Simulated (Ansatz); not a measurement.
# CH8AlN: the cost of one run

Program: Ansatz 0.2.0. Level of theory: RKS LDA/6-31G*. These are calculated values, not measurements.

## 1. Starting point

Bond lengths: Al1–H3 1.560 Å, Al1–H4 1.560 Å, Al1–N5 2.220 Å, N5–H6 1.060 Å, N5–C7 1.470 Å, C7–H8 1.110 Å, C7–H9 1.110 Å, C7–H10 1.110 Å. Angles: H3–Al1–H4 120.0°, H3–Al1–N5 97.0°, H4–Al1–N5 101.2°, Al1–N5–H6 120.0°, Al1–N5–C7 120.0°, H6–N5–C7 120.0°, N5–C7–H8 109.5°, N5–C7–H9 109.5°, N5–C7–H10 109.5°, H8–C7–H9 109.4°, H8–C7–H10 109.4°, H9–C7–H10 109.4°.

Coordinates:

```xyz
11

Al    0.0000    0.0000    0.0000
H     0.0000    0.0000    1.9100
H     1.3510    0.0000   -0.7800
H    -1.3510    0.0000   -0.7800
N     0.0928   -2.1047    0.7000
H    -0.4256   -2.8627    0.1705
C     0.8731   -2.4472    1.8978
H     1.0131   -3.5472    1.9468
H     1.8645   -1.9503    1.8488
H     0.3317   -2.1030    2.8036
H     0.0453   -1.0270    1.8385
```

## 2. A restrained relaxation towards end A

Springs on the bonds that form and break draw the guess towards this end; the thresholds are loose.

The input, input.yaml:

```yaml
crystal:
  periodic: [false, false, false]
  atoms:
    - { symbol: Al, position_ang: [0.0, 0.0, 0.0] }
    - { symbol: H, position_ang: [0.0, 0.0, 1.91] }
    - { symbol: H, position_ang: [1.351, 0.0, -0.78] }
    - { symbol: H, position_ang: [-1.351, 0.0, -0.78] }
    - { symbol: "N", position_ang: [0.0928, -2.1047, 0.7] }
    - { symbol: H, position_ang: [-0.4256, -2.8627, 0.1705] }
    - { symbol: C, position_ang: [0.8731, -2.4472, 1.8978] }
    - { symbol: H, position_ang: [1.0131, -3.5472, 1.9468] }
    - { symbol: H, position_ang: [1.8645, -1.9503, 1.8488] }
    - { symbol: H, position_ang: [0.3317, -2.103, 2.8036] }
    - { symbol: H, position_ang: [0.0453, -1.027, 1.8385] }
basis:
  gaussian: { orbitals: "6-31G*" }
hamiltonian:
  xc: lda
relax:
  f_tol: 0.15
  max_steps: 25
  restrain:
    - { distance: [0, 4], at: 3.12, k: 30.0 }
    - { distance: [10, 1], at: 1.86, k: 30.0 }
    - { distance: [0, 1], at: 1.56, k: 30.0 }
    - { distance: [10, 4], at: 1.06, k: 30.0 }
output:
  orbitals: {}
```

Run with:

```console
ansatz run input.yaml --threads 1 --pin off --max-ram 2048MiB --backend cpu --events-out ev --progress --plain --runs-dir out
```

What time and memory should one allow on 1 thread of Arm Neoverse V2, shared host?

About 18 s, with a peak of 0.12 GiB.
